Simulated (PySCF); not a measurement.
State search for OH⁺

Unrestricted PBE0; PySCF, no relativity, basis sets H def2-TZVPPD, O def2-TZVPPD. Outer shells of the fragments: O 2s2 2p4.

Followed along the bond (rough minima from three points):

| 2Ms+1 | unpaired | ⟨S²⟩ at the start | R at minimum (Å) | Te (eV) |
| --- | --- | --- | --- | --- |
| 3 | π ↑↑ | 2.01 | 1.03 | 0.00 |
| 1 | π ↑↓ | 1.00 | 1.03 | 0.83 |

Solutions found at the starting distance of 1.020 Å, counted from the lowest of them; the search is not exhaustive and high or unbound solutions are not listed, so other states can lie among these:

| 2Ms+1 | unpaired | term | E (eV) | ⟨S²⟩ | ⟨Lz²⟩ | μ (D) |
| --- | --- | --- | --- | --- | --- | --- |
| 3 | π ↑↑ | ³Σ⁻ | 0.00 | 2.01 | 0.00 | -2.24 |
| 1 | π ↑↓ | mixed | 0.83 | 1.00 | 2.01 | -2.24 |
| 1 | none | mixed | 3.25 | 0.00 | 2.00 | -2.25 |
| 3 | σ ↑, π ↑ | ³Π | 3.57 | 2.00 | 1.00 | -2.22 |
| 1 | σ ↓, π ↑ | mixed | 4.40 | 1.01 | 1.00 | -2.29 |

A term symbol is given only where ⟨S²⟩ and ⟨Lz²⟩ are close to those of a pure state; real π, δ and φ orbitals otherwise mix terms. A positive dipole points towards O; it is taken about the centre of mass and depends on that origin.
